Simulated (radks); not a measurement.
# S³⁺ in [Ne] 3s2 3p1: an all-electron calculation

The task here is to estimate one member of a computed series from the others.

The numbers are computed with radks (a radial shooting solver on a logarithmic mesh, Libxc functionals) version 1 (scalar-relativistic Kohn-Sham, LDA (Slater exchange, Perdew-Wang correlation), spin-polarised, spherical densities, point nucleus; open shells are filled with parallel spins first), except any that are marked as measured or tabulated.

### The atom as given

```
element       : sulfur (Z = 16)
charge        : +3
electrons     : 13
configuration : [Ne] 3s2 3p1
```

Outer shells as boxes (Hund's rule):

S³⁺
```
[Ne] core
3s [↑↓]
3p [↑ ][  ][  ]
```

The first run:

The run's settings:

```text
Z 16
configuration [Ne] 3s2 3p1 4s0 3d0 4p0 4f0
relativity scalar-relativistic
functional lda,pw
spin polarised
nucleus point
c 137.035999084
```

The run is started by

```
> python run_ks.py task.json out
```

This one command runs every case of the session in turn.

One table of the session follows, with a row left open; its other results are not shown here.

It belongs to the step «Shells». Sizes of the orbitals, from the radial functions (bohr):

| level | <r> | outermost maximum (interpolated) | 90 % within | nodes |
| --- | --- | --- | --- | --- |
| 1s up | 0.09715 | 0.0635 | 0.174 | 0 |
| 1s down | 0.09714 | 0.0635 | 0.174 | 0 |
| 2s up | 0.4799 | 0.389 | 0.752 | 1 |
| 2s down | 0.4796 | 0.389 | 0.752 | 1 |
| 2p up | 0.4417 | 0.325 | 0.736 | 0 |
| 2p down | 0.4413 | 0.325 | 0.735 | 0 |
| 3s up | ? | ? | ? | ? |
| 3s down | 1.522 | 1.33 | 2.26 | 2 |
| 3p up | 1.653 | 1.43 | 2.49 | 1 |
| 3p down | 1.665 | 1.44 | 2.52 | 1 |
| 3d up | 1.964 | 1.62 | 3.08 | 0 |
| 3d down | 2.007 | 1.64 | 3.16 | 0 |
| 4s up | 3.433 | 3.25 | 4.92 | 3 |
| 4s down | 3.488 | 3.30 | 4.99 | 3 |
| 4p up | 3.840 | 3.64 | 5.54 | 2 |
| 4p down | 3.908 | 3.70 | 5.64 | 2 |
| 4f up | 4.666 | 3.99 | 6.97 | 0 |
| 4f down | 4.835 | 4.16 | 7.19 | 0 |

**Question.** Estimate the row for 3s up.

The run gave: <r>: 1.517; outermost maximum (interpolated): 1.34; 90 % within: 2.25; nodes: 2. In the column «<r>» it lies between 2s up (0.4799) and 3s down (1.522).

Caveats from the session: Open shells are spherical and high-spin; term and fine-structure splittings are not resolved.
